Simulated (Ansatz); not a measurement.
Basis-set extrapolation for C$_{4}$H$_{4}$N$_{2}$ (`CC1=C=NC=N1`) (PBE0-D4/def2-TZVP geometry, frozen core, Ansatz). Multiplicity 1, RHF reference.

```
                      def2-TZVPP   def2-QZVPP
                 HF  -262.619901  -262.631473
    MP2 correlation    -1.034370    -1.101477
CCSD(T) correlation    -1.101961      not run
```

Energies in hartree. Use E(X) = E(∞) + A·exp(−7.88·√X) for Hartree–Fock and E(X) = E(∞) + B·X^(−2.97) for correlation, with X = 3 and 4, and add CCSD(T) minus MP2 of the smaller set to the MP2 limit.

Q: What is the CCSD(T) energy at the basis-set limit?

A: HF limit: -262.631473 + (-0.011572) × 0.13774 = -262.63307. MP2 limit: -1.101477 + (-0.067107) × 0.74074 = -1.15119. Higher-order term: -1.101961 − (-1.034370) = -0.06759. Total: -263.85185 hartree, 341.3 kJ/mol below CCSD(T)/def2-TZVPP.
